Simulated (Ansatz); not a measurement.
# Worked example: SiCl⁺, singlet against SiCl, doublet

Geometry (PBE0/def2-TZVP stationary point of a doublet), kept for both states (SiCl, doublet: Π; SiCl⁺, singlet: Σ⁺):

```tsv
atom	x (Å)	y (Å)	z (Å)
Si	0.0000	0.0000	0.0000
Cl	0.0000	0.0000	2.0671
```

Basis 6-31G; Ansatz 0.2.0. Only valence electrons are correlated (noble-gas cores frozen). Prefix R: restricted or restricted open-shell reference; prefix U: unrestricted.

Full CI is exact within this basis and frozen core; it isn't the basis-set limit. The frozen core follows each run's orbitals, which can shift R against U totals by a few meV.

```
   level  E(SiCl, doublet) (hartree)  E(SiCl⁺, singlet) (hartree)
     UHF                 -748.339403                  -748.058936
    UMP2                 -748.408225                  -748.143555
UCCSD(T)                 -748.425289                  -748.163646
     PBE                 -749.253694                  -748.972209
    PBE0                 -749.314663                  -749.024907
 full CI                 -748.425710                  -748.164306
```

Give the vertical gap, SiCl⁺ singlet less SiCl doublet, at each level in eV (1 hartree = 27.2114 eV), and each error against full CI.

full CI: (-748.164306 − (-748.425710)) × 27.2114 = 7.113 eV (the reference)
PBE0: (-749.024907 − (-749.314663)) × 27.2114 = 7.885 eV, error 0.772 eV
PBE: (-748.972209 − (-749.253694)) × 27.2114 = 7.660 eV, error 0.547 eV
UCCSD(T): (-748.163646 − (-748.425289)) × 27.2114 = 7.120 eV, error 0.007 eV
UMP2: (-748.143555 − (-748.408225)) × 27.2114 = 7.202 eV, error 0.089 eV
UHF: (-748.058936 − (-748.339403)) × 27.2114 = 7.632 eV, error 0.519 eV

Total energies of functionals can't be set beside those of wave-function methods, since they hold the core's correlation and their own absolute errors; only the differences compare.

The set has no polarisation functions, so the order and spacing of states can differ from the basis-set limit.

In so small a basis the reference is far from its limit while semilocal and hybrid functionals are nearer theirs, so the functionals' errors here hold much of the reference's basis and frozen-core error, which can add to them or hide them.

Each level lands on the state that its own search finds. T1 diagnostics of restricted CCSD: 0.019 and 0.029.
